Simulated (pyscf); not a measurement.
`[F][SiH2]` [doublet] + `[H][H]` -> `[SiH3]` [doublet] + `[FH]`, a four-centre exchange (doublet surface; F–Si, H–H broken, H–Si, F–H formed). Single points on ωB97X-D3(BJ)/def2-SVP structures (PySCF, gas phase). Energies in kJ/mol from the separated reactants.

Small-basis levels: PySCF, no dispersion term, spherical d functions. Open shells are spin-unrestricted. 

Problem. Quick HF/3-21G single points give ΔE‡ = 304.2 kJ/mol and ΔE = +106.7 kJ/mol. What does ωB97M-D3(BJ)/def2-TZVP give, and how far is the quick result from it?

Solution. ωB97M-D3(BJ)/def2-TZVP gives ΔE‡ = 214.9 kJ/mol and ΔE = +99.5 kJ/mol. HF/3-21G lies 89.3 kJ/mol over it in the barrier and 7.2 kJ/mol over it in the reaction energy, so on this step it does not hold to within 12.6 kJ/mol. ωB97M-D3(BJ)/def2-TZVP has limits of its own. The same reactants have a lower exit, to F–SiH₃ + H• (barrier +61.9 kJ/mol at ωB97M-D3(BJ)/def2-TZVP, against +214.9 kJ/mol here). One saddle was located; it need not be the lowest between these sides.
